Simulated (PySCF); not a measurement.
# Al₂H, quartet: reading a ladder of total energies

Geometry: a point of a breathe scan, not a stationary point.

```json
{"atom": "Al", "x (Å)": "0.0000", "y (Å)": "0.0000", "z (Å)": "0.2280"}
{"atom": "Al", "x (Å)": "0.0000", "y (Å)": "0.0000", "z (Å)": "-1.8492"}
{"atom": "H", "x (Å)": "0.0000", "y (Å)": "0.0000", "z (Å)": "1.6212"}
```

Basis 6-31G; PySCF 2.14.0. Only valence electrons are correlated (noble-gas cores frozen), which leaves 7 electrons in 18 orbitals. Prefix R: restricted or restricted open-shell reference; prefix U: unrestricted.

Full CI is exact within this basis and frozen core; it isn't the basis-set limit. The frozen core follows each run's orbitals, which can shift R against U totals by a few meV.

Restricted and unrestricted runs freeze slightly different cores, so the step to full CI, which has another core, is uncertain by up to 0.1 kcal/mol.

```tsv
level	total energy (hartree)
UHF	-484.249586
UMP2	-484.291618
UCCSD	-484.309831
UCCSD(T)	-484.311127
UCCSDT	-484.311688
full CI	-484.311834
```

Task: What is the correlation energy at full CI, and what share of it do UMP2 and UCCSD(T) recover?

Result: E(corr) = -484.311834 − (-484.249586) = -0.062248 hartree = -1.694 eV. UMP2: -0.042032 / -0.062248 = 67.52 %. UCCSD(T): -0.061541 / -0.062248 = 98.86 %.

Task: By how many kcal/mol does UCCSD(T) miss full CI (1 hartree = 627.509 kcal/mol), and which steps make up the rest?

Result: -484.311127 − (-484.311834) = 0.000707 hartree = 0.44 kcal/mol. Steps: UCCSDT − UCCSD(T) = -0.35, full CI − UCCSDT = -0.09 kcal/mol. That is within 1 kcal/mol of the reference in this basis, which itself misses far more of the correlation at the basis-set limit.
